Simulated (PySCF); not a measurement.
# What each rung costs, and what it gives

Saddle point of AlH3SO, closed shell (AlH₃SO ([OH][AlH][SH]) → AlHSO ([OH][Al][S]) + H₂; bonds formed: H2–H4; bonds broken: Al1–H2, S3–H4), PBE0-D4/def2-TZVP structure:

```
atom    x (Å)    y (Å)    z (Å)
 Al1  -0.4014  -0.0503  -0.1417
  H2   1.3868   0.0553  -0.1974
  S3  -0.4458  -0.3999  -2.1610
  H4   1.0620  -0.1193  -1.0934
  O5  -1.0346   0.1732   1.3890
  H6  -0.5670   0.3410   2.2045
```

Barriers are electronic and count from the start structure reached by relaxing down the imaginary mode.

Computed with PySCF 2.14 with density fitting (its default auxiliary sets; JK sets also for MP2 and CCSD(T)) (basis: as named in each row); correlated methods freeze the cores. B3LYP uses VWN-RPA correlation. Extrapolation: Hartree–Fock as exp(−7.88 √X), correlation as X^−2.97.

Times are rough, for one single point on 4 threads of a shared host (Arm Neoverse V2).

The estimate by CCSD(T) at an estimated basis limit (MP2 extrapolated from triple and quadruple zeta, plus CCSD(T) − MP2 in triple zeta) is 187.4 kJ/mol.

| method | basis | time (s) | barrier (kJ/mol) | method less estimate |
| --- | --- | --- | --- | --- |
| HF | STO-3G | under 1 | 517.2 | 329.9 |
| B3LYP-D4 | 6-31G | 2 | 205.8 | 18.4 |
| PBE0-D4 | def2-SVP | 2 | 179.0 | -8.3 |
| PBE-D4 | def2-SVP | 2 | 159.5 | -27.9 |
| MP2 | def2-QZVPP | 2 | 182.4 | -4.9 |
| CCSD(T) | def2-SVP | 4 | 205.8 | 18.4 |
| SPW92 | def2-TZVPP | 4 | 143.6 | -43.8 |
| BHLYP-D4 | def2-TZVPP | 5 | 205.5 | 18.2 |
| PBE0-D4 | def2-TZVPP | 5 | 175.8 | -11.6 |
| B3LYP-D4 | def2-TZVPP | 5 | 183.0 | -4.4 |
| PBE-D4 | def2-TZVPP | 6 | 156.9 | -30.5 |
| r2SCAN-D4 | def2-TZVPP | 13 | 166.9 | -20.5 |
| wB97M-V | def2-TZVPP | 78 | 193.4 | 6.0 |
| CCSD(T) | def2-TZVPP | 94 | 194.8 | 7.4 |

All methods are single points on the PBE0-D4 structures.

No T1 diagnostic of these runs exceeds 0.018.

Labels in which every atom is bracketed show which atoms are joined, not bond orders.
